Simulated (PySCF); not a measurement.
# First hyperpolarisability: `F[BH2-][NH3+]`, BFH₅N

Geometry (Å), atoms numbered from 1 in this order:
```xyz
8

N     0.8302    0.0825    0.0892
B    -0.8245   -0.1668   -0.0542
F    -1.2210    1.0109   -0.6688
H     1.2868   -0.7068    0.5301
H     1.1875    0.2324   -0.8488
H     0.9541    0.9275    0.6374
H    -1.2453   -0.2586    1.0550
H    -0.9587   -1.1118   -0.7645
```

Computed with quadratic response CAM-B3LYP/def2-SVPD first hyperpolarisability, Taylor convention, gas phase (PySCF 2.14.0). Geometry: GFN2-xTB.

Q: Give β for the processes computed.

A: In au, Taylor convention; the vector part is βᵢ = ⅓ Σⱼ (βᵢⱼⱼ + βⱼᵢⱼ + βⱼⱼᵢ); β∥ is 3/5 of the vector part along the dipole, the dipole points from − to +:
```
                   process  λ (nm)  β vector norm     β∥  β HRS  depolarisation ratio
           static β(0;0,0)       ∞          117.6  -50.6   43.8                  7.92
second harmonic β(−2ω;ω,ω)    1907          121.1  -52.5   45.2                  7.86
         Pockels β(−ω;ω,0)    1907          118.7  -51.2      –                     –
second harmonic β(−2ω;ω,ω)    1340          124.9  -54.6   46.6                  7.79
         Pockels β(−ω;ω,0)    1340          119.9  -51.9      –                     –
```

Q: Which lowest excitations, dipole and polarisabilities go with it?

A: S1 6.58 eV (f = 0.005); S2 7.96 eV (f = 0.070); S3 8.07 eV (f = 0.015); dipole 5.52 D; isotropic α 29.5 au static, 29.6 au at 1907 nm, 29.6 au at 1340 nm, 29.8 au at 953.5 nm, 30.0 au at 670 nm.
